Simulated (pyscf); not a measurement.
Elementary routes open to HP=GaH (SMILES [PH]=[GaH]) + H₂ (SMILES [H][H]) in the gas phase (singlet surface):
A. H₂P–Ga (SMILES [PH2][Ga]) [singlet] + H₂ (SMILES [H][H]) (Ga–H, H–H broken; H–P, H–H formed)
B. H₂P–GaH₂ (SMILES [PH2][GaH2]) (H–H broken; H–P, Ga–H formed)

PySCF, gas phase, ωB97X-D3(BJ)/def2-SVP geometries.

Rank the routes by free-energy barrier at 1200 K, lowest first, for ωB97M-D3(BJ)/def2-TZVP energies (ideal gas, 1 atm, RRHO with modes under 100 cm⁻¹ raised to 100, one conformer, R ln 2 for chiral ones without a mode under 150 cm⁻¹).

B (2.69 eV), A (3.70 eV)

Route B is the fastest of these, ahead of the next by 1.01 eV. The most stable products are those of A (ΔG = -0.78 eV), whose barrier is 1.01 eV higher: the kinetic and the thermodynamic product differ. At 298 K B is still the fastest. Only these routes are compared; each barrier is that of the saddle found, and lower ones may exist. Elements up to Kr have no core potential and no relativistic terms here.
